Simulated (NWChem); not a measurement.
**Basis-set dependence for Cl₂ (+1)**

```
Cl
Cl 1 1.9598
```
Charge +1, spin multiplicity 2.

All runs are NWChem calculations. Structure: optimised with UPBE/def2-SVP, a minimum by its harmonic frequencies.

Hartree-Fock energies in Ha, correlation energies in mHa.

The correlated methods keep 10 core orbitals frozen. The Pople sets run with spherical d functions. The structure started from a generated list of species. The unpaired electrons of the parent sit in orbitals of symmetry b2g (D2h labels of the run); other states weren't searched. No SCF solution was tested for a lower state. Open-shell Hartree-Fock references start from PBE0 orbitals. Coupled-cluster values serve here as a point of comparison, not as the truth.

```json
[
 {"basis": "6-31G*", "functions": "36", "UHF": "-918.49435", "UMP2": "-257.8", "SCS-UMP2": "-250.4", "CCSD on ROHF": "-289.4", "CCSD[T] on ROHF": "-299.9", "CCSD(T) on ROHF": "-299.8", "CCSD on UHF": "-283.7", "CCSD[T] on UHF": "-293.9", "CCSD(T) on UHF": "-293.6", "CCSDT on ROHF": "-300.3", "URI-MP2": "not run"},
 {"basis": "cc-pVDZ", "functions": "36", "UHF": "-918.54798", "UMP2": "-270.0", "SCS-UMP2": "-260.7", "CCSD on ROHF": "-300.1", "CCSD[T] on ROHF": "-310.2", "CCSD(T) on ROHF": "-310.1", "CCSD on UHF": "-294.0", "CCSD[T] on UHF": "-303.9", "CCSD(T) on UHF": "-303.6", "CCSDT on ROHF": "-310.6", "URI-MP2": "-270.0"},
 {"basis": "cc-pVTZ", "functions": "68", "UHF": "-918.59400", "UMP2": "-363.1", "SCS-UMP2": "-356.6", "CCSD on ROHF": "-402.6", "CCSD[T] on ROHF": "-423.3", "CCSD(T) on ROHF": "-423.2", "CCSD on UHF": "-394.5", "CCSD[T] on UHF": "-414.6", "CCSD(T) on UHF": "-414.2", "CCSDT on ROHF": "not run", "URI-MP2": "-363.2"},
 {"basis": "cc-pVQZ", "functions": "118", "UHF": "-918.60381", "UMP2": "-396.9", "SCS-UMP2": "-393.6", "CCSD on ROHF": "not run", "CCSD[T] on ROHF": "not run", "CCSD(T) on ROHF": "not run", "CCSD on UHF": "not run", "CCSD[T] on UHF": "not run", "CCSD(T) on UHF": "not run", "CCSDT on ROHF": "not run", "URI-MP2": "-396.9"}
]
```

From cc-pVTZ to cc-pVQZ the Hartree-Fock energy moves by -9.8 mHa and the UMP2 correlation energy by -33.8 mHa, which is 9 % of its value in the larger set.
